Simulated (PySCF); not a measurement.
## Gas-phase XPS of `C/C(F)=C\C#N`, computed

C4H4FN.
Cartesian coordinates in Å at the PBE0-D3(BJ)/def2-SVP level; atoms count from 1:
```
atom  x, y, z in Å
C1    -1.347    0.273    0.141
C2    -0.261   -0.727    0.223
F3    -0.681   -1.935    0.572
C4     1.052   -0.556   -0.013
C5     1.587    0.700   -0.399
N6     2.023    1.727   -0.718
H7    -0.959    1.260   -0.137
H8    -2.094   -0.048   -0.602
H9    -1.862    0.343    1.113
H10    1.730   -1.406    0.093
```

Level of theory: PySCF 2.14.0, delta-SCF UKS SCAN, pcX-2 on the ionised atom, pcseg-1 elsewhere, spin-free X2C. Vertical ΔSCF values, vacuum level as zero.

Give the core binding energies atom by atom.

```csv
atom(s),environment,level,binding energy (eV),above the level's lowest (eV),count
C4,alkene CH carbon,C 1s,291.89,0.00,1
C1,allylic carbon,C 1s,292.00,+0.11,1
C5,nitrile carbon,C 1s,292.38,+0.49,1
C2,vinylic C–F carbon,C 1s,293.95,+2.06,1
N6,nitrile nitrogen,N 1s,404.89,0.00,1
F3,vinyl fluorine,F 1s,693.91,0.00,1
```

The listed C 1s values span 2.06 eV, from C4 (bonded to C (double bond), C and H) to C2 (bonded to F, C (double bond) and C). Summing the Pauling electronegativity differences to the bonded atoms, each weighted by its formal bond order, gives -0.35 for the lowest site and +1.43 for the highest; the largest sum, +1.47, belongs to C5, 1.57 eV below the top. The smallest sum, -1.05, belongs to C1, 0.11 eV above the lowest.

Which effective nuclear charge Zeff reproduces each element's mean 1s value in the hydrogen-like formula E = 13.606 eV × Zeff²?

C (Z = 6): mean 292.6 eV, Zeff = 4.64, Z − Zeff = 1.36; N (Z = 7): mean 404.9 eV, Zeff = 5.46, Z − Zeff = 1.54; F (Z = 9): mean 693.9 eV, Zeff = 7.14, Z − Zeff = 1.86. Means run over the listed sites, weighted by atom count.

What is the C 1s shift of C2 against C1?

293.95 − 292.00 = +1.95 eV, or +188 kJ/mol.

The unrestricted hole states depart most from a pure doublet (⟨S²⟩ = 0.75; over 0.85 named) for C 1s of C2 (0.88), which makes this value less certain. Geometry: PBE0-D3(BJ)/def2-SVP; no solvent, vibrations or thermal averaging.

On one thread, Arm Neoverse V1, no GPU, shared host, this took 40 s of wall time.
